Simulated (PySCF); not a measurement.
Species: C4H6O2.
Cartesian coordinates in Å at the GFN2-xTB level; atoms count from 1:
```
atom  x, y, z in Å
O1     1.574   -0.264   -1.166
C2     1.257   -0.162   -0.009
O3     2.155   -0.224    0.990
C4    -0.116    0.039    0.498
C5    -1.246   -0.603   -0.271
C6    -1.055    0.867   -0.347
H7     3.045   -0.356    0.628
H8    -0.182    0.104    1.575
H9    -0.967   -1.192   -1.132
H10   -2.072   -1.001    0.298
H11   -0.647    1.274   -1.259
H12   -1.745    1.518    0.168
```

NICS = −σ at a ghost point: NICS(0) at the centroid of the ring atoms, NICS(1) 1 Å to either side along the normal of their mean plane, zz for the tensor component along that normal. Level: GIAO PBE0/pcSseg-1 (PySCF, non-relativistic, gas phase) on the GFN2-xTB geometry, one conformer.

Ring bond lengths (Å), with Mayer bond orders in brackets: C4–C5 1.510 (0.92), C5–C6 1.484 (0.99), C6–C4 1.510 (0.92).

Task: What do the NICS probes read (ppm)?

Result: 
```tsv
ring	type	NICS(0)	NICS(1), two faces	NICS(1)zz, two faces	rms pucker (Å)	centre to ring atoms, mean (Å)
C4–C5–C6	3-membered carbocycle; formal bonds all single	-44.9	-8.8 / -8.3	-24.7 / -23.8	0.00	0.87
```

Task: What can be read from them?

Result: 
- C4–C5–C6: mean NICS(1)zz -24.3 ppm, shielded. C4, C5, C6 have four or more neighbours; no verdict on aromaticity is drawn. NICS(0) lies 36 ppm below the mean NICS(1).

Task: What are the shieldings of the ring atoms and their hydrogens in the same run (means over atoms taken as equivalent)?

Result: 
```json
{"atoms": "C4", "environment": "sp3 carbon next to a carbonyl", "σ isotropic (ppm)": "173.3"}
{"atoms": "C5 (×2)", "environment": "three-membered-ring carbon", "σ isotropic (ppm)": "175.1"}
{"atoms": "H8", "environment": "methine hydrogen", "σ isotropic (ppm)": "30.07"}
{"atoms": "H9 (×2)", "environment": "methylene hydrogen", "σ isotropic (ppm)": "30.70"}
{"atoms": "H10 (×2)", "environment": "methylene hydrogen", "σ isotropic (ppm)": "30.81"}
```
